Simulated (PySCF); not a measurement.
N2H2, optimised at B3LYP/6-31G*:

```xyz
4

H      0.1830     0.3738    -0.8181
N      0.2066    -0.2643     0.0025
N     -0.6307    -1.1575    -0.2272
H     -0.6072    -1.7955     0.5934
```

Energies from PySCF (xtb for GFN2), thermal terms from the rigid-rotor harmonic-oscillator model, ideal gas at 1 bar. 6-31G* has spherical d functions here. All species are closed-shell singlets. B3LYP is the form with VWN-RPA correlation.

Task: List the harmonic frequencies (cm⁻¹, unscaled) at this level and at the other levels, each on its own geometry.

Result: 
- B3LYP/6-31G*: 1350, 1378, 1631, 1664, 3202, 3228
- GFN2-xTB: 1176, 1203, 1489, 1715, 3086, 3100
- HF/6-31G*: 1476, 1477, 1764, 1908, 3565, 3601
- PBE/def2-SVP: 1309, 1310, 1537, 1634, 3080, 3099
- PBE0/def2-TZVP: 1356, 1357, 1603, 1696, 3251, 3284
